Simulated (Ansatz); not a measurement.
**B2NH4 radical (SMILES [BH]BN): one structure at several levels**

An exercise on one series of results from a longer session: the logs are not shown, and one member is left open.

Computed with Ansatz 0.2.0, Gaussian basis. Level: single points in def2-TZVPP.

Cores are frozen in the correlated methods. Orbitals are unrestricted.

## Starting geometry

SMILES `[BH]BN`, 7 atoms, charge 0, spin multiplicity 2.

Atoms are counted from 1 here; the program's logs count them from 0.

Bond lengths: B1–B2 1.577 Å, B1–H4 1.109 Å, B2–N3 1.499 Å, B2–H5 1.235 Å, N3–H6 1.077 Å, N3–H7 0.878 Å. Angles: B2–B1–H4 158.3°, B1–B2–N3 130.8°, B1–B2–H5 111.4°, N3–B2–H5 117.5°, B2–N3–H6 117.2°, B2–N3–H7 120.5°, H6–N3–H7 122.2°.

Geometry (Å):

```xyz
7

B    -1.3674   -0.2565   -0.8369
B    -0.0565    0.3108   -0.1695
N     0.9604   -0.3520    0.7097
H    -2.2645   -0.2813   -1.4888
H     0.0429    1.5301   -0.3385
H     1.6660    0.2864    1.2136
H     0.9402   -1.2208    0.8381
```

The first run:

Input file run/in.yaml:

```yaml
crystal:
  periodic: [false, false, false]
  atoms:
    - {symbol: B, position_ang: [-1.367400, -0.256500, -0.836900]}
    - {symbol: B, position_ang: [-0.056500, 0.310800, -0.169500]}
    - {symbol: N, position_ang: [0.960400, -0.352000, 0.709700]}
    - {symbol: H, position_ang: [-2.264500, -0.281300, -1.488800]}
    - {symbol: H, position_ang: [0.042900, 1.530100, -0.338500]}
    - {symbol: H, position_ang: [1.666000, 0.286400, 1.213600]}
    - {symbol: H, position_ang: [0.940200, -1.220800, 0.838100]}
basis:
  gaussian: {orbitals: def2-TZVPP}
magnetization: {spin_polarized: true, initial_magnetization: 1}
correlation: {method: ccsd_t}
scf: {omitted_lower_state_checks: [cluster_reference]}
output: {forces: true}
```

The command line of these runs was not kept.

Steps of the session up to this table: CCSD(T)/def2-TZVPP; PBE0-D4/def2-TZVPP; wB97M-V/def2-TZVPP; r2SCAN-D4/def2-TZVPP; PBE-D4/def2-TZVPP; r2SCAN0-D4/def2-TZVPP; SPW92/def2-TZVPP.

One of the session's tables, all rows but one given; the rest of the session is left out.

```
    method  RMS force component (eV/Å)  angle to CCSD(T) forces (°)  dipole (D)
   CCSD(T)                       3.477                    reference        1.14
   PBE0-D4                       3.512                          2.1        1.13
   wB97M-V                       3.462                          1.6        1.12
 r2SCAN-D4                       3.477                          2.3        1.21
    PBE-D4                       3.511                          3.7        1.27
r2SCAN0-D4                           ?                            ?           ?
     SPW92                       3.622                          5.7        1.26
```

**Question.** Estimate the row for r2SCAN0-D4.

**Answer.** RMS force component (eV/Å): 3.484; angle to CCSD(T) forces (°): 2.2; dipole (D): 1.11. In the column «RMS force component (eV/Å)» it lies between r2SCAN-D4 (3.477) and PBE-D4 (3.511).
